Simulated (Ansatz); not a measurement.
Relaxation of CH7BN (10 atoms, charge 0, multiplicity 2), to a largest force component of 0.03 eV/Å in at most 50 steps.

Computed with UKS PBE-D4/6-31G* in Ansatz 0.2.0.

```xyz
10
Properties=species:S:1:pos:R:3
B -0.025 -0.374 -0.343
H -0.073 -0.161 2.040
C 1.371 0.004 -0.958
H 1.942 -0.907 -1.220
H 1.301 0.638 -1.868
H 1.991 0.543 -0.218
N -1.280 -0.033 -0.839
H -2.153 -0.315 -0.398
H -1.425 0.535 -1.682
H -0.090 0.072 2.717
```

Problem. Where does it end, and by what steps?

Solution. It converged. After 2 steps the energy has fallen by 0.045 eV; H10 moved furthest, 0.21 Å.

```csv
step,energy less start (eV),largest force component (eV/Å),accepted
0,0.0000,1.649,yes
1,-0.0440,0.065,yes
2,-0.0450,0.020,yes
```

```xyz
10
Properties=species:S:1:pos:R:3
B -0.027 -0.385 -0.403
H -0.082 -0.170 2.214
C 1.373 0.002 -1.001
H 1.951 -0.904 -1.261
H 1.309 0.635 -1.911
H 1.980 0.544 -0.253
N -1.281 -0.032 -0.894
H -2.156 -0.321 -0.461
H -1.424 0.547 -1.730
H -0.083 0.084 2.929
```

Whether the end is a true minimum wasn't checked by a vibrational analysis.

The run took 10 s on 1 thread of Arm Neoverse V1, on a shared host, peak memory 0.14 GiB.
